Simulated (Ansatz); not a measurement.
**Pulling the pair apart**

The pair of H$_{2}$O (SMILES O, atoms 1–3) and NH$_{3}$ (SMILES N, atoms 4–7), both closed shells, in one local arrangement (a lower one may exist), relaxed at PBE0-D4/def2-TZVP:

O1  (-0.059, -0.376, -1.874)
H2  (-0.023, -0.159, -0.924)
H3  (0.081, 0.455, -2.329)
N4  (0.004, 0.034, 1.004)
H5  (-0.369, -0.850, 1.328)
H6  (0.935, 0.129, 1.392)
H7  (-0.569, 0.767, 1.402)
(Å)

NH$_{3}$ is shifted rigidly along the line between the mean atom positions of the two fragments (negative: closer). Counterpoise interaction energies in kJ/mol. Ansatz 0.2.0; basis: def2-TZVPPD; cores frozen in the correlated methods. B3LYP uses VWN-RPA correlation.

```
shift (Å)  B3LYP-D4  PBE0-D4     HF
    -0.19     -24.8    -27.3  -10.6
    -0.10     -27.8    -29.8  -15.6
     0.00     -28.8    -30.4  -18.5
     0.10     -28.6    -29.8  -19.8
     0.23     -26.9    -27.8  -20.0
     0.48     -22.2    -22.8  -17.9
     0.97     -13.6    -14.2  -12.1
     1.94      -5.1     -5.5   -5.2
```

Problem. What does CCSD(T) give at these shifts? (To be estimated.)

Solution. By the calculation: -20.4, -23.9, -25.5, -25.7, -24.6, -20.7, -13.2, -5.2 kJ/mol. For zero shift, CCSD(T) at an estimated basis limit (MP2 extrapolated from triple and quadruple zeta, plus CCSD(T) − MP2 in triple zeta) gives -27.2 kJ/mol. These are counterpoise interaction energies, counted from the two frozen fragments.

The T1 diagnostic stays at or below 0.010.

For scale, one of the runs: CCSD(T)/def2-TZVPPD, 162 basis functions, launched by `ansatz run in.yaml --threads 2 --pin off --events-out ev --progress --plain --max-ram 5222MiB`. Hardware: 2 CPU threads of an Arm Neoverse V2, shared host. Wall time 13 s; peak host memory 1.2 GiB.
